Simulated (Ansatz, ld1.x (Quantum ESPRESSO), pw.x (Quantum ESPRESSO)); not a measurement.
W: one change to the RRKJ potential, in the atom and in the diamond crystal

* Element: tungsten
* Generator: ld1.x (Quantum ESPRESSO) 7.5
* Type: norm-conserving RRKJ (Kleinman–Bylander form)
* Functional: LDA (PW92)
* Relativity: scalar-relativistic
* Frozen core: [Xe] 4f14
* Valence charge: 6
* Reference configuration: 5d4 6s1.5 6p0 (charge +0.5)
* Partial waves: 6p (bound, empty): rc 3.80 bohr; 5d (bound): rc 1.75 bohr; 5f channel at -0.15 Ry: rc 3.20 bohr; 6s (bound): rc 2.05 bohr
* Local potential: the s channel
* Core correction: none

Change: wave 6p (bound): rc 3.80 bohr becomes 6p (bound): rc 2.74 bohr.

Cutoffs, loose and tight: the cutoffs (Ry, on a coarse ladder) from which the occupation-weighted sum of valence levels, in a spherical-Bessel basis at the reference potential, stays within 10 and 1 mRy of its value at 400 Ry. They do not see the model core or the augmentation charge, which bear on the density cutoff. Test errors are all-electron minus pseudo excitation energies from the reference, over the configurations 5d4 6s2 6p0; 5d4 6s1 6p0; 5d4 6s0 6p0; 5d3 6s0 6p0; 5d4 6s0 6p2; 5d4 6s0 6p1; 5d2 6s0 6p0 (two spin-polarised tests are not counted in the largest error); variants that change the core or the reference have their own tests.

Crystal test: diamond W in pw.x 7.5, no spin, 8³ k-points, Fermi–Dirac smearing 0.01 Ry, cutoffs set for each file from its atomic test. The reference is all-electron LAPW (Ansatz 0.2.0) with the same functional, mesh and smearing; V0 and B0 come from Birch–Murnaghan fits to the pressures at five volumes. Errors are pseudo minus all-electron; Δ is the rms difference of the E(V) curves that follow from these fits, minima aligned, over ±6 % about the mean V0. Mesh and smearing are coarse, so the numbers serve the comparison and aren't converged zero-temperature values; the lattice is a test structure that the element need not adopt.

All-electron: a0 = 5.714 Å (V0 = 23.32 Å³/atom), B0 = 135.4 GPa.

Task: Does the change bring the crystal closer to the all-electron result?

Result: The mean pressure error goes from -8.17 to -6.59 GPa, so the change moves the solid closer to the all-electron pressures. Neither pressure curve crosses zero within the volumes sampled, so no fits are given.

| quantity | base | changed |
| --- | --- | --- |
| outcome (atom) | generated | generated |
| cutoff, loose (atom) | 30 Ry | 30 Ry |
| cutoff, tight (atom) | 55 Ry | 55 Ry |
| bound ghosts (atom) | none | none |
| largest test error (meV) (atom) | +57 | +57 |
| cutoffs in pw.x (Ry) | 70/280 | 70/280 |
| mean pressure error (GPa) | -8.17 | -6.59 |

Base: The largest radius (3.80 bohr) exceeds half the bond length (2.34 bohr), so the spheres overlap, which is one possible source of error among others. This is a poor potential for the solid. Changed file: The largest radius (3.20 bohr) exceeds half the bond length (2.34 bohr), so the spheres overlap, which is one possible source of error among others. This is a poor potential for the solid. The atomic cutoffs weigh occupied waves only.
